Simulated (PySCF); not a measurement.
# Basis-set dependence of excited states

NO+, NO (charge +1).
SMILES: `N#[O+]`

TDDFT with PBE0 (PySCF), vertical singlets, core orbitals frozen in the response, spherical d and f functions. Isolated species at its PBE0-D3(BJ)/def2-SVP geometry, gas phase.

**Question.** Compare 6-31G*, def2-SVP, 6-31+G*, def2-SVPD, aug-cc-pVDZ, def2-TZVP, def2-TZVPD and aug-cc-pVTZ for this molecule.

**Answer.** 

```tsv
basis	functions	diffuse	S1 (eV)	S2 (eV)	S3 (eV)	S4 (eV)	S5 (eV)	LUMO (eV)	α (au)
6-31G*	28	no	9.98	9.98	10.54	11.21	11.21	-13.08	6.0
def2-SVP	28	no	9.89	9.89	10.53	11.20	11.20	-13.21	5.9
6-31+G*	36	yes	9.97	9.97	10.53	11.20	11.20	-13.06	6.3
def2-SVPD	43	yes	9.90	9.90	10.53	11.20	11.20	-13.17	6.9
aug-cc-pVDZ	46	yes	9.99	9.99	10.53	11.19	11.19	-13.01	6.9
def2-TZVP	62	no	9.98	9.98	10.51	11.16	11.16	-12.98	6.5
def2-TZVPD	77	yes	9.98	9.98	10.51	11.16	11.16	-12.98	6.9
aug-cc-pVTZ	92	yes	9.98	9.98	10.52	11.16	11.16	-12.98	6.9
```

States are compared by their number. Against the largest diffuse basis here (aug-cc-pVTZ, itself not a converged limit), sets without diffuse functions differ by up to 0.09 eV in S1 and 0.05 eV in S5; the smaller diffuse sets differ by up to 0.08 and 0.05 eV. State by state, the largest deviation of a set without diffuse functions is S1 0.09, S2 0.09, S3 0.02, S4 0.05, S5 0.05 eV. The same number needn't mean the same state in each row. Against aug-cc-pVTZ the polarisability deviates by -13% in 6-31G*, -15% in def2-SVP, -9% in 6-31+G*, -1% in def2-SVPD, -1% in aug-cc-pVDZ, -6% in def2-TZVP, -1% in def2-TZVPD.
